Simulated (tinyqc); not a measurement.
Inside a calculation. Method: Born-Oppenheimer dynamics on the UHF/sto-3g surface (energies and gradients from PySCF), for NH, spin multiplicity 3. Computed by tinyqc, a small Python program that keeps every step (integrals from PySCF). Settings: charge = 0, multiplicity = 3, basis = sto-3g, time step (fs) = 0.5, steps = 24. Command: `OMP_NUM_THREADS=1 python tinyqc.py 25559 25560 out.jsonl` (the two numbers bound the seeds that draw the settings). One thread of a shared host (Intel(R) Xeon(R) Processor @ 2.60GHz), about 2 s of CPU time with the checks.

positions (bohr):
```
           x         y         z
1N  0.000000  0.000000  0.000000
2H  0.000000  0.000000  1.706423
```

The total energy should stay constant up to terms of order dt^2; the step counts as short enough if it moves by less than 2 % of the largest kinetic energy.

Trajectory:

| time (fs) | 1N-2H (angstrom) | potential (hartree) | kinetic (hartree) | total (hartree) |
|---|---|---|---|---|
| 0.000000 | 0.903000 | -54.22655108 | 0.00164564 | -54.22490545 |
| 0.500000 | 0.915987 | -54.23257569 | 0.00724264 | -54.22533304 |
| 1.000000 | 0.959759 | -54.24824441 | 0.02206145 | -54.22618295 |
| 1.500000 | 1.023551 | -54.26063412 | 0.03414714 | -54.22648697 |
| 2.000000 | 1.095442 | -54.26363503 | 0.03733889 | -54.22629614 |
| 2.500000 | 1.165947 | -54.25872062 | 0.03274757 | -54.22597305 |
| 3.000000 | 1.228787 | -54.25001231 | 0.02430065 | -54.22571166 |
| 3.500000 | 1.280465 | -54.24108930 | 0.01552458 | -54.22556472 |
| 4.000000 | 1.319612 | -54.23396697 | 0.00844440 | -54.22552257 |
| 4.500000 | 1.346189 | -54.22922666 | 0.00369517 | -54.22553148 |
| 5.000000 | 1.360633 | -54.22673828 | 0.00119248 | -54.22554580 |
| 5.500000 | 1.363308 | -54.22628610 | 0.00073715 | -54.22554895 |
| 6.000000 | 1.354289 | -54.22782179 | 0.00228290 | -54.22553889 |
| 6.500000 | 1.333332 | -54.23149858 | 0.00597471 | -54.22552386 |
| 7.000000 | 1.299989 | -54.23753917 | 0.01200409 | -54.22553507 |
| 7.500000 | 1.253987 | -54.24578762 | 0.02015814 | -54.22562948 |
| 8.000000 | 1.195975 | -54.25495175 | 0.02911126 | -54.22584049 |
| 8.500000 | 1.128388 | -54.26212741 | 0.03597932 | -54.22614809 |
| 9.000000 | 1.056151 | -54.26320571 | 0.03676874 | -54.22643697 |
| 9.500000 | 0.987269 | -54.25492659 | 0.02852087 | -54.22640572 |
| 10.000000 | 0.932787 | -54.23939188 | 0.01363988 | -54.22575200 |
| 10.500000 | 0.904667 | -54.22736295 | 0.00239681 | -54.22496614 |
| 11.000000 | 0.910540 | -54.23013217 | 0.00496620 | -54.22516597 |
| 11.500000 | 0.948718 | -54.24491461 | 0.01887754 | -54.22603707 |
| 12.000000 | 1.009405 | -54.25879432 | 0.03231715 | -54.22647716 |

Is the time step short enough?

No. The total energy moves within 1.6e-03 hartree; that is over 2 % of the largest kinetic energy, so the time step is too long.
